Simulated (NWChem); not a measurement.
System: SiH2 cation, doublet

```xyz
3

Si     0.0000     0.0000     0.1831
H      1.2878     0.0000    -0.5727
H     -1.2878     0.0000    -0.5727
```
Atoms are numbered in this order, from 1.

Level: B3LYP/6-31G* (spherical d), spin-unrestricted (NWChem), optimised geometry, unscaled harmonic frequencies. In the optimisation the excess spin sits in a1 (C2v, its own frame). B3LYP is NWChem's, with the RPA form of VWN correlation.

### Question
List the harmonic frequencies with IR intensities, and the thermochemistry.

### Answer
```csv
frequency (cm⁻¹),IR intensity (km/mol)
910,44.1
2182,0.7
2269,1.8
```

```yaml
zero_point_energy: 7.7 kcal/mol
thermal correction to the enthalpy at 298.15 K (with zero-point energy): 10.1 kcal/mol
heat capacity Cv: 6.5 cal/(mol K)
"entropy at 298.15 K and 1 atm (symmetry number 2, electronic part: spin degeneracy alone)": 50.6 cal/(mol K)
```

Rigid rotor and harmonic oscillator.
